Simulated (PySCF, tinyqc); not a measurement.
RHF in the sto-3g basis, for HF, spin multiplicity 1, step by step. The lowest restricted solution is unstable here: a spin-polarised one lies 0.1109 hartree lower (PySCF). Computed by tinyqc, a small Python program that keeps every step (integrals from PySCF). Settings: charge = 0, multiplicity = 1, basis = sto-3g, energy threshold = 1e-09, iteration cap = 53, orthogonalisation = symmetric, start = random, DIIS depth = 0, method = RHF. Command: `OMP_NUM_THREADS=1 python tinyqc.py 30393 30394 out.jsonl` (the two numbers bound the seeds that draw the settings). One thread of a shared host (Intel(R) Xeon(R) Processor @ 2.60GHz), about 0.06 s of CPU time with the checks. Later iterations appear only in the table of the cycle.

## One-electron integrals

Geometry (angstrom):
```
atom       x       y       z
F     0.0000  0.0000  0.0000
H     0.0000  0.0000  1.6760
```

Basis sto-3g: exponents (1/bohr^2) and contraction coefficients of normalised primitives:
```
element  l (shell)  exponent  coefficient
F            s (1)  166.6791       0.1543
F            s (1)   30.3608       0.5353
F            s (1)    8.2168       0.4446
F            s (2)    6.4648      -0.1000
F            s (2)    1.5023       0.3995
F            s (2)    0.4886       0.7001
F            p (3)    6.4648       0.1559
F            p (3)    1.5023       0.6077
F            p (3)    0.4886       0.3920
H            s (1)    3.4253       0.1543
H            s (1)    0.6239       0.5353
H            s (1)    0.1689       0.4446
```

Overlap, kinetic and nuclear-attraction integrals over the contracted functions; the nuclear repulsion is the sum of Za Zb / Rab.

nuclear repulsion = 2.841644 hartree

overlap S, order 1F 1s, 1F 2s, 1F 2px, 1F 2py, 1F 2pz, 2H 1s:
```
[[1.0000, 0.2380, 0.0000, 0.0000, 0.0000, 0.0087],
 [0.2380, 1.0000, 0.0000, 0.0000, 0.0000, 0.1155],
 [0.0000, 0.0000, 1.0000, 0.0000, 0.0000, 0.0000],
 [0.0000, 0.0000, 0.0000, 1.0000, 0.0000, 0.0000],
 [0.0000, 0.0000, 0.0000, 0.0000, 1.0000, 0.1112],
 [0.0087, 0.1155, 0.0000, 0.0000, 0.1112, 1.0000]]
```

kinetic energy T (hartree), order 1F 1s, 1F 2s, 1F 2px, 1F 2py, 1F 2pz, 2H 1s:
```
[[36.9846, -0.2129, 0.0000, 0.0000, 0.0000, -0.0023],
 [-0.2129, 1.0380, 0.0000, 0.0000, 0.0000, -0.0192],
 [0.0000, 0.0000, 3.2480, 0.0000, 0.0000, 0.0000],
 [0.0000, 0.0000, 0.0000, 3.2480, 0.0000, 0.0000],
 [0.0000, 0.0000, 0.0000, 0.0000, 3.2480, -0.0001],
 [-0.0023, -0.0192, 0.0000, 0.0000, -0.0001, 0.7600]]
```

nuclear attraction V (hartree), order 1F 1s, 1F 2s, 1F 2px, 1F 2py, 1F 2pz, 2H 1s:
```
[[-77.3253, -9.2520, 0.0000, 0.0000, -0.0045, -0.3460],
 [-9.2520, -11.8569, 0.0000, 0.0000, -0.0564, -0.9006],
 [0.0000, 0.0000, -11.7573, 0.0000, 0.0000, 0.0000],
 [0.0000, 0.0000, 0.0000, -11.7573, 0.0000, 0.0000],
 [-0.0045, -0.0564, 0.0000, 0.0000, -11.7791, -0.7111],
 [-0.3460, -0.9006, 0.0000, 0.0000, -0.7111, -4.0630]]
```

core Hamiltonian H = T + V (hartree), order 1F 1s, 1F 2s, 1F 2px, 1F 2py, 1F 2pz, 2H 1s:
```
[[-40.3407, -9.4648, 0.0000, 0.0000, -0.0045, -0.3484],
 [-9.4648, -10.8189, 0.0000, 0.0000, -0.0564, -0.9198],
 [0.0000, 0.0000, -8.5092, 0.0000, 0.0000, 0.0000],
 [0.0000, 0.0000, 0.0000, -8.5092, 0.0000, 0.0000],
 [-0.0045, -0.0564, 0.0000, 0.0000, -8.5311, -0.7111],
 [-0.3484, -0.9198, 0.0000, 0.0000, -0.7111, -3.3030]]
```

## Two-electron integrals

Functions are numbered as in S; the eight-fold symmetry (ij|kl) = (ji|kl) = (kl|ij) leaves the list below.

Two-electron integrals (ij|kl) in chemists' order, unique and non-zero (hartree):
```
(11|11) 5.4035     (21|11) 0.8419     (21|21) 0.1563     (22|11) 1.2680
(22|21) 0.2923     (22|22) 0.9262     (31|31) 0.0280     (32|31) 0.0432
(32|32) 0.2046     (33|11) 1.2645     (33|21) 0.2924     (33|22) 0.9260
(33|33) 0.9975     (41|41) 0.0280     (42|41) 0.0432     (42|42) 0.2046
(43|43) 0.0538     (44|11) 1.2645     (44|21) 0.2924     (44|22) 0.9260
(44|33) 0.8900     (44|44) 0.9975     (51|51) 0.0280     (52|51) 0.0432
(52|52) 0.2046     (53|53) 0.0538     (54|54) 0.0538     (55|11) 1.2645
(55|21) 0.2924     (55|22) 0.9260     (55|33) 0.8900     (55|44) 0.8900
(55|55) 0.9975     (61|11) 0.0311     (61|21) 0.0057     (61|22) 0.0107
(61|33) 0.0106     (61|44) 0.0106     (61|51) 2.14e-04   (61|52) 4.05e-04
(61|55) 0.0107     (61|61) 2.12e-04   (62|11) 0.0934     (62|21) 0.0219
(62|22) 0.0794     (62|33) 0.0783     (62|44) 0.0783     (62|51) 0.0014
(62|52) 0.0122     (62|55) 0.0815     (62|61) 0.0008     (62|62) 0.0091
(63|31) 0.0021     (63|32) 0.0133     (63|53) 0.0025     (63|63) 0.0013
(64|41) 0.0021     (64|42) 0.0133     (64|54) 0.0025     (64|64) 0.0013
(65|11) 0.0711     (65|21) 0.0169     (65|22) 0.0657     (65|33) 0.0632
(65|44) 0.0632     (65|51) 0.0030     (65|52) 0.0220     (65|55) 0.0706
(65|61) 0.0006     (65|62) 0.0093     (65|65) 0.0107     (66|11) 0.3151
(66|21) 0.0750     (66|22) 0.3142     (66|33) 0.3076     (66|44) 0.3076
(66|51) 0.0044     (66|52) 0.0545     (66|55) 0.3273     (66|61) 0.0028
(66|62) 0.0508     (66|65) 0.0615     (66|66) 0.7746
```

## Orthogonalisation

S = U s U^T; symmetric (Loewdin) form X = U s^(-1/2) U^T, so that X^T S X = 1.

eigenvalues of S: [0.7341, 0.8980, 1.0000, 1.0000, 1.0944, 1.2735]

X, order 1F 1s, 1F 2s, 1F 2px, 1F 2py, 1F 2pz, 2H 1s:
```
[[1.0223, -0.1241, 0.0000, 0.0000, -0.0006, 0.0064],
 [-0.1241, 1.0275, 0.0000, 0.0000, 0.0050, -0.0601],
 [0.0000, 0.0000, 1.0000, 0.0000, 0.0000, 0.0000],
 [0.0000, 0.0000, 0.0000, 1.0000, 0.0000, 0.0000],
 [-0.0006, 0.0050, 0.0000, 0.0000, 1.0047, -0.0565],
 [0.0064, -0.0601, 0.0000, 0.0000, -0.0565, 1.0099]]
```

## Starting guess

The start is random orthonormal orbitals; D = 2 C_occ C_occ^T.

D at the start, order 1F 1s, 1F 2s, 1F 2px, 1F 2py, 1F 2pz, 2H 1s:
```
[[1.4787, -0.1820, -0.2228, 0.8113, 0.2093, -0.3533],
 [-0.1820, 1.9828, 0.1136, -0.4137, -0.0816, -0.0460],
 [-0.2228, 0.1136, 1.9227, 0.2815, 0.0742, -0.1368],
 [0.8113, -0.4137, 0.2815, 0.9750, -0.2701, 0.4980],
 [0.2093, -0.0816, 0.0742, -0.2701, 1.9542, -0.0971],
 [-0.3533, -0.0460, -0.1368, 0.4980, -0.0971, 1.8116]]
```

## Iteration 1: building the Fock matrix

J_ij = sum D_kl (ij|kl), K_ij = sum D_kl (ik|jl); F = H + J - 0.5 K; E = tr D H + tr D J / 2 - 0.25 tr D K + E_nn.

Coulomb J (hartree), order 1F 1s, 1F 2s, 1F 2px, 1F 2py, 1F 2pz, 2H 1s:
```
[[16.8597, 3.3129, -0.0032, 0.0118, 0.0118, 0.1215],
 [3.3129, 8.6393, 0.0236, -0.0860, 0.0777, 0.7610],
 [-0.0032, 0.0236, 8.6545, 0.0303, 0.0073, 0.0021],
 [0.0118, -0.0860, 0.0303, 8.5526, -0.0266, -0.0076],
 [0.0118, 0.0777, 0.0073, -0.0266, 8.6918, 0.6559],
 [0.1215, 0.7610, 0.0021, -0.0076, 0.6559, 3.9703]]
```

exchange K (hartree), order 1F 1s, 1F 2s, 1F 2px, 1F 2py, 1F 2pz, 2H 1s:
```
[[8.1072, 1.7396, -0.2516, 0.9162, 0.2170, -0.0136],
 [1.7396, 2.9451, 0.0411, -0.1498, -0.0252, 0.2828],
 [-0.2516, 0.0411, 2.5059, 0.2657, 0.0610, -0.0298],
 [0.9162, -0.1498, 0.2657, 1.6115, -0.2222, 0.1086],
 [0.2170, -0.0252, 0.0610, -0.2222, 2.5380, 0.2377],
 [-0.0136, 0.2828, -0.0298, 0.1086, 0.2377, 1.4261]]
```

Fock matrix F (hartree), order 1F 1s, 1F 2s, 1F 2px, 1F 2py, 1F 2pz, 2H 1s:
```
[[-27.5347, -7.0217, 0.1226, -0.4463, -0.1012, -0.2201],
 [-7.0217, -3.6522, 0.0030, -0.0111, 0.0339, -0.3002],
 [0.1226, 0.0030, -1.1077, -0.1026, -0.0232, 0.0170],
 [-0.4463, -0.0111, -0.1026, -0.7624, 0.0845, -0.0619],
 [-0.1012, 0.0339, -0.0232, 0.0845, -1.1083, -0.1741],
 [-0.2201, -0.3002, 0.0170, -0.0619, -0.1741, -0.0457]]
```

total energy of this density = -85.053096 hartree

## Iteration 1: diagonalisation and new density

Diagonalise F' = X^T F X, C = X C', fill 5 alpha and 5 beta electrons from the bottom; D = 2 C_occ C_occ^T. Each column has its largest component positive (the first on a tie).

F' = X^T F X (hartree):
```
[[-27.0511, -3.5165, 0.1250, -0.4553, -0.1145, 0.0462],
 [-3.5165, -2.4554, -0.0132, 0.0481, 0.0563, -0.1372],
 [0.1250, -0.0132, -1.1077, -0.1026, -0.0244, 0.0191],
 [-0.4553, 0.0481, -0.1026, -0.7624, 0.0887, -0.0695],
 [-0.1145, 0.0563, -0.0244, 0.0887, -1.0986, -0.1159],
 [0.0462, -0.1372, 0.0191, -0.0695, -0.1159, -0.0053]]
```

orbital energies (hartree): [-27.5523, -1.9858, -1.1359, -1.1276, -0.7081, 0.0292]

coefficients C, order 1F 1s, 1F 2s, 1F 2px, 1F 2py, 1F 2pz, 2H 1s:
```
[[0.9950, -0.2605, 0.0000, -0.0099, -0.0382, 0.0313],
 [0.0197, 1.0229, 0.0000, 0.0381, 0.0775, -0.1437],
 [-0.0045, 0.0218, 0.9643, 0.0585, -0.2553, 0.0321],
 [0.0165, -0.0792, 0.2648, -0.2132, 0.9297, -0.1167],
 [0.0041, -0.0618, 0.0000, 0.9700, 0.1954, -0.1729],
 [-0.0031, 0.0089, 0.0000, 0.0346, 0.1348, 1.0037]]
```

D after iteration 1, order 1F 1s, 1F 2s, 1F 2px, 1F 2py, 1F 2pz, 2H 1s:
```
[[2.1189, -0.5005, -0.0020, 0.0073, 0.0063, -0.0219],
 [-0.5005, 2.1085, 0.0092, -0.0336, -0.0222, 0.0415],
 [-0.0020, 0.0092, 1.9979, 0.0075, 0.0111, -0.0644],
 [0.0073, -0.0336, 0.0075, 1.9727, -0.0404, 0.2343],
 [0.0063, -0.0222, 0.0111, -0.0404, 1.9656, 0.1186],
 [-0.0219, 0.0415, -0.0644, 0.2343, 0.1186, 0.0389]]
```

## Iteration 2: building the Fock matrix

As before.

Coulomb J (hartree), order 1F 1s, 1F 2s, 1F 2px, 1F 2py, 1F 2pz, 2H 1s:
```
[[20.8226, 3.9882, 0.0004, -0.0015, -0.0006, 0.1462],
 [3.9882, 9.8778, 0.0019, -0.0069, -0.0002, 0.8187],
 [0.0004, 0.0019, 9.8701, 0.0008, 0.0009, 0.0001],
 [-0.0015, -0.0069, 0.0008, 9.8674, -0.0032, -0.0005],
 [-0.0006, -0.0002, 0.0009, -0.0032, 9.8694, 0.6666],
 [0.1462, 0.8187, 0.0001, -0.0005, 0.6666, 3.1664]]
```

exchange K (hartree), order 1F 1s, 1F 2s, 1F 2px, 1F 2py, 1F 2pz, 2H 1s:
```
[[11.1019, 1.9432, -0.0003, 0.0012, 0.0014, 0.0737],
 [1.9432, 3.2147, 0.0039, -0.0140, -0.0075, 0.2788],
 [-0.0003, 0.0039, 2.6539, 0.0071, 0.0062, -0.0183],
 [0.0012, -0.0140, 0.0071, 2.6301, -0.0227, 0.0667],
 [0.0014, -0.0075, 0.0062, -0.0227, 2.6406, 0.2168],
 [0.0737, 0.2788, -0.0183, 0.0667, 0.2168, 0.0933]]
```

Fock matrix F (hartree), order 1F 1s, 1F 2s, 1F 2px, 1F 2py, 1F 2pz, 2H 1s:
```
[[-25.0691, -6.4482, 0.0006, -0.0021, -0.0058, -0.2390],
 [-6.4482, -2.5486, 0.0000, 0.0001, -0.0528, -0.2405],
 [0.0006, 0.0000, 0.0339, -0.0027, -0.0022, 0.0093],
 [-0.0021, 0.0001, -0.0027, 0.0431, 0.0082, -0.0338],
 [-0.0058, -0.0528, -0.0022, 0.0082, 0.0180, -0.1529],
 [-0.2390, -0.2405, 0.0093, -0.0338, -0.1529, -0.1832]]
```

total energy of this density = -97.982662 hartree

## Iteration 2: diagonalisation and new density

As before.

F' = X^T F X (hartree):
```
[[-24.6036, -3.3561, 0.0007, -0.0024, -0.0041, 0.0009],
 [-3.3561, -1.4075, -0.0007, 0.0025, -0.0397, -0.1208],
 [0.0007, -0.0007, 0.0339, -0.0027, -0.0028, 0.0095],
 [-0.0024, 0.0025, -0.0027, 0.0431, 0.0101, -0.0347],
 [-0.0041, -0.0397, -0.0028, 0.0101, 0.0345, -0.1444],
 [0.0009, -0.1208, 0.0095, -0.0347, -0.1444, -0.1489]]
```

orbital energies (hartree): [-25.0794, -0.9533, -0.2099, 0.0332, 0.0373, 0.1237]

coefficients C, order 1F 1s, 1F 2s, 1F 2px, 1F 2py, 1F 2pz, 2H 1s:
```
[[0.9947, -0.2617, 0.0490, 0.0000, -0.0012, -0.0106],
 [0.0213, 1.0107, -0.2222, 0.0000, 0.0013, 0.0602],
 [0.0000, -0.0006, -0.0274, 0.9643, -0.2489, -0.0862],
 [0.0001, 0.0021, 0.0999, 0.2648, 0.9063, 0.3140],
 [0.0004, 0.0580, 0.4285, 0.0000, -0.3394, 0.8429],
 [-0.0015, 0.0964, 0.8491, 0.0000, 0.0921, -0.5367]]
```

D after iteration 2, order 1F 1s, 1F 2s, 1F 2px, 1F 2py, 1F 2pz, 2H 1s:
```
[[2.1207, -0.5082, -0.0018, 0.0066, 0.0133, 0.0296],
 [-0.5082, 2.1425, 0.0104, -0.0378, -0.0740, -0.1824],
 [-0.0018, 0.0104, 1.9851, 0.0541, 0.1454, -0.0925],
 [0.0066, -0.0378, 0.0541, 1.8028, -0.5293, 0.3370],
 [0.0133, -0.0740, 0.1454, -0.5293, 0.6044, 0.6764],
 [0.0296, -0.1824, -0.0925, 0.3370, 0.6764, 1.4776]]
```

## Iteration 3: building the Fock matrix

As before.

Coulomb J (hartree), order 1F 1s, 1F 2s, 1F 2px, 1F 2py, 1F 2pz, 2H 1s:
```
[[19.4038, 3.6632, 0.0004, -0.0015, 0.0044, 0.1344],
 [3.6632, 8.9682, 0.0016, -0.0059, 0.0767, 0.7742],
 [0.0004, 0.0016, 9.0029, 0.0058, 0.0152, 0.0008],
 [-0.0015, -0.0059, 0.0058, 8.9833, -0.0552, -0.0028],
 [0.0044, 0.0767, 0.0152, -0.0552, 8.8923, 0.6552],
 [0.1344, 0.7742, 0.0008, -0.0028, 0.6552, 3.8297]]
```

exchange K (hartree), order 1F 1s, 1F 2s, 1F 2px, 1F 2py, 1F 2pz, 2H 1s:
```
[[11.0615, 1.8770, -0.0001, 0.0002, 0.0015, 0.0749],
 [1.8770, 2.9196, 0.0026, -0.0096, -0.0091, 0.2851],
 [-0.0001, 0.0026, 2.5640, 0.0511, 0.1311, -0.0181],
 [0.0002, -0.0096, 0.0511, 2.3920, -0.4774, 0.0660],
 [0.0015, -0.0091, 0.1311, -0.4774, 1.3638, 0.3784],
 [0.0749, 0.2851, -0.0181, 0.0660, 0.3784, 1.2384]]
```

Fock matrix F (hartree), order 1F 1s, 1F 2s, 1F 2px, 1F 2py, 1F 2pz, 2H 1s:
```
[[-26.4677, -6.7401, 0.0004, -0.0016, -0.0008, -0.2514],
 [-6.7401, -3.3106, 0.0003, -0.0011, 0.0248, -0.2882],
 [0.0004, 0.0003, -0.7884, -0.0197, -0.0504, 0.0098],
 [-0.0016, -0.0011, -0.0197, -0.7219, 0.1835, -0.0357],
 [-0.0008, 0.0248, -0.0504, 0.1835, -0.3206, -0.2452],
 [-0.2514, -0.2882, 0.0098, -0.0357, -0.2452, -0.0925]]
```

total energy of this density = -98.192118 hartree

## Iteration 3: diagonalisation and new density

As before.

F' = X^T F X (hartree):
```
[[-26.0028, -3.3926, 0.0005, -0.0018, -0.0088, -0.0017],
 [-3.3926, -2.1524, -0.0006, 0.0021, 0.0431, -0.1355],
 [0.0005, -0.0006, -0.7884, -0.0197, -0.0512, 0.0127],
 [-0.0018, 0.0021, -0.0197, -0.7219, 0.1863, -0.0464],
 [-0.0088, 0.0431, -0.0512, 0.1863, -0.2958, -0.2291],
 [-0.0017, -0.1355, 0.0127, -0.0464, -0.2291, -0.0433]]
```

orbital energies (hartree): [-26.4760, -1.6906, -0.7940, -0.7938, -0.3768, 0.1266]

coefficients C, order 1F 1s, 1F 2s, 1F 2px, 1F 2py, 1F 2pz, 2H 1s:
```
[[0.9953, -0.2628, 0.0019, 0.0000, 0.0107, 0.0247],
 [0.0190, 1.0266, -0.0061, 0.0000, -0.0618, -0.1293],
 [0.0000, -0.0014, -0.2440, 0.9643, -0.0926, 0.0449],
 [0.0001, 0.0050, 0.8885, 0.2648, 0.3373, -0.1635],
 [0.0001, -0.0187, -0.3826, 0.0000, 0.7256, -0.5827],
 [-0.0012, 0.0202, -0.0379, 0.0000, 0.5205, 0.8684]]
```

D after iteration 3, order 1F 1s, 1F 2s, 1F 2px, 1F 2py, 1F 2pz, 2H 1s:
```
[[2.1197, -0.5031, -0.0022, 0.0081, 0.0242, -0.0020],
 [-0.5031, 2.1163, 0.0116, -0.0423, -0.1232, -0.0224],
 [-0.0022, 0.0116, 1.9960, 0.0147, 0.0523, -0.0780],
 [0.0081, -0.0423, 0.0147, 1.9466, -0.1905, 0.2839],
 [0.0242, -0.1232, 0.0523, -0.1905, 1.3464, 0.7836],
 [-0.0020, -0.0224, -0.0780, 0.2839, 0.7836, 0.5454]]
```

## Iteration 41 (converged): orbitals

converged F (hartree), order 1F 1s, 1F 2s, 1F 2px, 1F 2py, 1F 2pz, 2H 1s:
```
[[-25.9241, -6.6262, 0.0000, 0.0000, -0.0079, -0.2478],
 [-6.6262, -3.0082, 0.0000, 0.0000, 0.0019, -0.2848],
 [0.0000, 0.0000, -0.4661, 0.0000, 0.0000, 0.0000],
 [0.0000, 0.0000, 0.0000, -0.4661, 0.0000, 0.0000],
 [-0.0079, 0.0019, 0.0000, 0.0000, -0.1458, -0.2745],
 [-0.2478, -0.2848, 0.0000, 0.0000, -0.2745, -0.1502]]
```

As before.

F' = X^T F X (hartree):
```
[[-25.4589, -3.3789, 0.0000, 0.0000, -0.0137, 0.0002],
 [-3.3789, -1.8546, 0.0000, 0.0000, 0.0241, -0.1454],
 [0.0000, 0.0000, -0.4661, 0.0000, 0.0000, 0.0000],
 [0.0000, 0.0000, 0.0000, -0.4661, 0.0000, 0.0000],
 [-0.0137, 0.0241, 0.0000, 0.0000, -0.1163, -0.2644],
 [0.0002, -0.1454, 0.0000, 0.0000, -0.2644, -0.0978]]
```

orbital energies (hartree): [-25.9331, -1.3964, -0.4661, -0.4661, -0.3652, 0.1671]

coefficients C, order 1F 1s, 1F 2s, 1F 2px, 1F 2py, 1F 2pz, 2H 1s:
```
[[0.9951, -0.2627, 0.0000, 0.0000, 0.0237, 0.0257],
 [0.0199, 1.0218, 0.0000, 0.0000, -0.1177, -0.1287],
 [0.0000, 0.0000, -0.2648, 0.9643, 0.0000, 0.0000],
 [0.0000, 0.0000, 0.9643, 0.2648, 0.0001, 0.0000],
 [0.0004, 0.0017, -0.0001, 0.0000, 0.6943, -0.7284],
 [-0.0013, 0.0517, 0.0000, 0.0000, 0.6495, 0.7760]]
```

D after iteration 41, order 1F 1s, 1F 2s, 1F 2px, 1F 2py, 1F 2pz, 2H 1s:
```
[[2.1196, -0.5029, 0.0000, 0.0000, 0.0329, 0.0011],
 [-0.5029, 2.1167, 0.0000, 0.0000, -0.1600, -0.0473],
 [0.0000, 0.0000, 2.0000, 0.0000, 0.0000, 0.0000],
 [0.0000, 0.0000, 0.0000, 2.0000, 0.0000, 0.0001],
 [0.0329, -0.1600, 0.0000, 0.0000, 0.9642, 0.9022],
 [0.0011, -0.0473, 0.0000, 0.0001, 0.9022, 0.8491]]
```

Within a degenerate level the vectors are fixed only up to a rotation; this is one choice.

## Convergence

Stop when the energy changes by less than 1e-09 hartree and every element of the error matrix X^T (F D S - S D F) X is below 9e-06.

Course of the cycle:
```
iteration  E (hartree)     change  largest element of the error matrix
1           -85.053096          -                             1.87e+01
2           -97.982662  -1.29e+01                             3.10e-01
3           -98.192118  -2.09e-01                             3.62e-01
4           -98.303548  -1.11e-01                             2.28e-01
5           -98.336802  -3.33e-02                             1.01e-01
6           -98.345533  -8.73e-03                             5.62e-02
7           -98.348616  -3.08e-03                             2.14e-02
8           -98.349889  -1.27e-03                             1.40e-02
9           -98.350602  -7.13e-04                             1.22e-02
10          -98.351021  -4.19e-04                             9.29e-03
11          -98.351283  -2.63e-04                             7.57e-03
12          -98.351448  -1.65e-04                             5.97e-03
13          -98.351553  -1.05e-04                             4.78e-03
14          -98.351619  -6.61e-05                             3.80e-03
...                ...        ...                                  ...
28          -98.351733  -1.11e-07                             1.56e-04
29          -98.351733  -7.01e-08                             1.24e-04
30          -98.351733  -4.44e-08                             9.85e-05
31          -98.351733  -2.81e-08                             7.84e-05
32          -98.351733  -1.78e-08                             6.24e-05
33          -98.351733  -1.13e-08                             4.97e-05
34          -98.351733  -7.15e-09                             3.95e-05
35          -98.351733  -4.53e-09                             3.15e-05
36          -98.351733  -2.87e-09                             2.50e-05
37          -98.351733  -1.82e-09                             1.99e-05
38          -98.351733  -1.15e-09                             1.59e-05
39          -98.351733  -7.29e-10                             1.26e-05
40          -98.351733  -4.62e-10                             1.00e-05
41          -98.351733  -2.93e-10                             8.00e-06
```

PySCF RHF in the same basis = -98.351733 hartree

Converged in 41 iterations.

## Populations, bond orders and dipole

Mulliken: Z minus the diagonal of D S on the atom; Loewdin: the same with S^(1/2) D S^(1/2); Mayer order: 2 sum_s sum (D(s) S)_ij (D(s) S)_ji over the two atoms.

Charges (e):
```
atom  Mulliken  Loewdin
1F     -0.0560  -0.0525
2H      0.0560   0.0525
```

Mayer bond orders:
```
pair   order
2-1   0.9969
```

dipole moment about the origin, x y z (debye): [0.0000, 0.0000, 0.8242]
